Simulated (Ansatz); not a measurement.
Input file:

```yaml
crystal:
  periodic: [false, false, false]
  atoms:
    - {symbol: Al, position_ang: [0.000000, 0.028918, 0.563325]}
    - {symbol: N, position_ang: [0.000000, -0.094395, -0.969345]}
    - {symbol: H, position_ang: [0.000000, 0.537625, -1.609275]}
basis:
  gaussian: {orbitals: def2-mTZVP}
magnetization: {spin_polarized: true, initial_magnetization: 1}
correlation: {method: bccd_t, electrons: all}
output: {forces: true}
```

```sh
$ ansatz run in.yaml --threads 1 --pin off --events-out ev --progress --plain --max-ram 2393MiB
```

Log:

```
384 factors; integrals over basis functions are off by at most 1.0e-3 eV
mean field evaluation 1: about -8071.3060 eV, gradient 3.7e1 eV
mean field evaluation 2: about -8071.3386 eV, gradient 3.7e1 eV
mean field evaluation 4: about -8077.7540 eV, gradient 3.6e0 eV
mean field evaluation 8: about -8077.9672 eV, gradient 5.0e-1 eV
mean field evaluation 16: about -8078.2530 eV, gradient 2.2e-1 eV
mean field evaluation 32: about -8077.9555 eV, gradient 4.8e-1 eV
mean field evaluation 64: about -8077.8018 eV, gradient 8.8e-1 eV
mean field evaluation 96: about -8078.2551 eV, gradient 1.9e-6 eV
mean field evaluation 128: about -8077.3768 eV, gradient 8.3e0 eV
mean field evaluation 160: about -8078.2301 eV, gradient 9.5e-1 eV
...
cycle  14  -8.36441127 eV  change    6.1e-5 eV  update   2.3e-5
cycle  15  -8.36442394 eV  change   -1.3e-5 eV  update   1.1e-5
cycle  16  -8.36443204 eV  change   -8.1e-6 eV  update   5.5e-6
cycle  17  -8.36443214 eV  change   -9.4e-8 eV  update   3.1e-6
cycle  18  -8.36443551 eV  change   -3.4e-6 eV  update   1.5e-6
cycle  19  -8.36443718 eV  change   -1.7e-6 eV  update   7.4e-7
cycle  20  -8.36443772 eV  change   -5.4e-7 eV  update   2.3e-7
cycle  21  -8.36443724 eV  change    4.8e-7 eV  update   1.2e-7
cycle  22  -8.36443728 eV  change   -3.8e-8 eV  update   7.0e-8
perturbative correction -0.36456034 eV, -0.0133973454 hartree
the calculation of the forces begins
mean field evaluation 992: about -8078.2551 eV, gradient 4.0e-6 eV
Total energy: -8086.98411627 eV, -297.1911847182 hartree
Atom 0 at     0.000000     0.028918     0.563325 Å, force    -0.000000     0.288992     8.043581 eV/Å
Atom 1 at     0.000000    -0.094395    -0.969345 Å, force     0.000000    -5.301966    -2.099305 eV/Å
Atom 2 at     0.000000     0.537625    -1.609275 Å, force    -0.000000     5.012974    -5.944276 eV/Å
Dipole moment:    -0.000000     0.191311     0.375153 e Å
```

Forces (eV/Å):
```
Al   0.000  0.289  8.044
N    0.000 -5.302 -2.099
H    0.000  5.013 -5.944
```

Ran on 1 thread of Arm Neoverse V1, shared host: 28 s wall, 0.25 GiB peak host memory.
